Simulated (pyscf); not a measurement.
SnH₂ (SMILES [SnH2]) [singlet] + H₂S (SMILES S) -> HS–SnH₃ (SMILES [SH][SnH3]), an insertion (singlet surface; H–S broken, S–Sn, H–Sn formed). PySCF, gas phase, ωB97X-D3(BJ)/def2-SVP geometries. MP2 and CC: frozen core, UHF for open shells. ΔMP2 is the change of the MP2 total energy from the triple- to the quadruple-zeta basis. Energies in kJ/mol from the separated reactants.

Small-basis levels: PySCF, no dispersion term, spherical d functions. AM1 to PM7: differences of heats of formation from MOPAC. GFN2-xTB: tblite. 

| level | barrier | reaction energy |
|---|---|---|
| HF/6-31G*+LANL2DZ | 167.7 | -108.3 |
| MP2/6-31G*+LANL2DZ | 92.6 | -133.5 |
| SVWN5/6-31G*+LANL2DZ | -1.9 | -160.3 |
| PBE/6-31G*+LANL2DZ | 28.2 | -139.5 |
| B3LYP/LANL2DZ | 55.2 | -139.6 |
| B3LYP/6-31G*+LANL2DZ | 68.3 | -128.0 |
| PBE/def2-SVP | 21.4 | -124.9 |
| GFN2-xTB | 105.2 | -18.1 |
| AM1 | 10.4 | -26.0 |
| PM3 | -7.5 | -87.2 |
| PM6 | 7.9 | -152.6 |
| PM7 | 40.4 | -180.7 |
| CCSD(T)/def2-TZVPP + ΔMP2(QZVPP) | 52.7 | -137.9 |

Against the last row the barrier runs from -60.2 (PM3) to +115.0 kJ/mol (HF/6-31G*+LANL2DZ). At SVWN5/6-31G*+LANL2DZ, PM3 this geometry lies under one side, so the entry may be no barrier of that level: it is a single point on another level's saddle. CCSD(T)/def2-TZVPP + ΔMP2(QZVPP) has limits of its own. On the reactant side the descent ends in an adduct with a S–Sn contact, 67.2 kJ/mol under the separated species and 121.2 kJ/mol under the saddle at ωB97X-D3(BJ)/def2-TZVP. What is counted as formed (S–Sn) is already present as a longer contact in the reactant adduct; forming that adduct is a step of its own. The same reactants have a lower exit, to HS–SnH: [singlet] + H₂ (barrier +8.0 kJ/mol at ωB97M-D3(BJ), against +72.4 kJ/mol here). One saddle was located; it need not be the lowest between these sides. The CCSD(T) − MP2 part came from Ansatz, without density fitting, on the same reference. The frozen core leaves the outer d or s,p core shells of the metals and heavy elements correlated in the MP2 and CC values, and def2-TZVPP describes them poorly, which can shift differences by a few kcal/mol. Elements past Kr carry the def2 core potentials, without spin-orbit coupling.
